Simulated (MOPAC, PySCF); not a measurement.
C2H6S, SMILES `CSC`, neutral singlet in the gas phase. 

Cartesian coordinates (Å):
SMILES: CSC
```xyz
9

C      1.2932    -0.0765    -0.3735
S      0.3129    -0.6747     1.0161
C     -1.2819     0.0522     0.5940
H      0.9059    -0.4519    -1.3336
H      1.3309     1.0238    -0.3985
H      2.3147    -0.4579    -0.2359
H     -1.9897    -0.2429     1.3814
H     -1.6555    -0.3239    -0.3712
H     -1.2304     1.1518     0.5639
```
Charge 0, spin multiplicity 1.

All levels are single points at this geometry (PBE0-D3(BJ)/def2-SVP); Pople sets use spherical d functions. Orbital energies aren't observables, and empty levels follow the basis.

PBE-D3(BJ)/def2-TZVP in PySCF gives gap (eV) = 5.04.

### Question
Estimate the gap (eV) from each of these levels: M06-2X/def2-TZVP in PySCF; B3LYP/3-21G in PySCF; M06-2X/6-31G* in PySCF; PBE/6-31G* in PySCF; HF/3-21G in PySCF; HF/STO-3G in PySCF; PM6 in MOPAC; PM7 in MOPAC.

### Answer

```tsv
level	gap (eV)
M06-2X/def2-TZVP in PySCF	9.27
B3LYP/3-21G in PySCF	7.72
M06-2X/6-31G* in PySCF	9.79
PBE/6-31G* in PySCF	5.38
HF/3-21G in PySCF	15.08
HF/STO-3G in PySCF	19.26
PM6 in MOPAC	9.32
PM7 in MOPAC	8.66
```
